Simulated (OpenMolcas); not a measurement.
# Which level was it?

SiH3 has 4 atoms, charge 0, and is taken as a doublet. SMILES: `[SiH3]`. Geometry: relaxed at PBE0-D4/def2-TZVP.

```xyz
4

Si    0.2938   -0.0269   -0.1640
H     0.5592    0.6653    1.1239
H    -0.2240   -1.4017    0.0601
H    -0.6289    0.7632   -1.0200
```

A calculation with OpenMolcas 26.06 gave:

- total energy: -289.6324 Eh
- dipole moment: 0.06 D
- HOMO energy: -5.70 eV
- LUMO energy: -3.06 eV
- ⟨S²⟩: 0.753

**Question.** Which of these levels gave the numbers?
A. PBE0/3-21G
B. SVWN5/3-21G
C. HF/3-21G
D. r2SCAN/3-21G

**Answer.** D. The others give -289.0805 Eh (HF/3-21G), -289.5523 Eh (PBE0/3-21G), -288.4813 Eh (SVWN5/3-21G).
